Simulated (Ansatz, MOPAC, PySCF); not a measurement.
Barrier height from F− + CH3Cl (SMILES CCl) to the transition structure CH3ClF, without zero-point energy, on the benchmark's geometries as Psi4's copy of the set gives them.
Transition structure (charge -1, multiplicity 1):
```json
[
 {"atom": "F", "x (Å)": "0.0000", "y (Å)": "0.0000", "z (Å)": "-2.5379"},
 {"atom": "C", "x (Å)": "0.0000", "y (Å)": "0.0000", "z (Å)": "-0.4884"},
 {"atom": "H", "x (Å)": "0.0000", "y (Å)": "1.0621", "z (Å)": "-0.6150"},
 {"atom": "H", "x (Å)": "-0.9198", "y (Å)": "-0.5310", "z (Å)": "-0.6150"},
 {"atom": "H", "x (Å)": "0.9198", "y (Å)": "-0.5310", "z (Å)": "-0.6150"},
 {"atom": "Cl", "x (Å)": "0.0000", "y (Å)": "0.0000", "z (Å)": "1.6245"}
]
```
Reactant (charge 0, multiplicity 1):
| atom | x (Å) | y (Å) | z (Å) |
|---|---|---|---|
| C | 0.0000 | 0.0000 | -1.1259 |
| Cl | 0.0000 | 0.0000 | 0.6568 |
| H | 0.0000 | 1.0280 | -1.4703 |
| H | 0.8903 | -0.5140 | -1.4703 |
| H | -0.8903 | -0.5140 | -1.4703 |

Open shells are unrestricted; no spin–orbit coupling.

Rows in 6-31G* carry no dispersion term and start afresh at each structure (6-31G* with six Cartesian d functions). The state reached by PM6 isn't checked.

The values were computed with Ansatz (a quantum-chemistry and plane-wave program) with Gaussian orbitals; MOPAC for PM6 (differences of heats of formation); PySCF for 6-31G* rows. Values without a source in brackets are computed.

**Question.** One of these levels gives -27.86 kcal/mol for the barrier height. Name it.
A. PBE0/def2-TZVPPD
B. PM6
C. PBE/def2-TZVPPD
D. HF/6-31G*

**Answer.** D, HF/6-31G*. The others give -8.36 (PM6), -16.49 (PBE/def2-TZVPPD), -13.40 (PBE0/def2-TZVPPD)
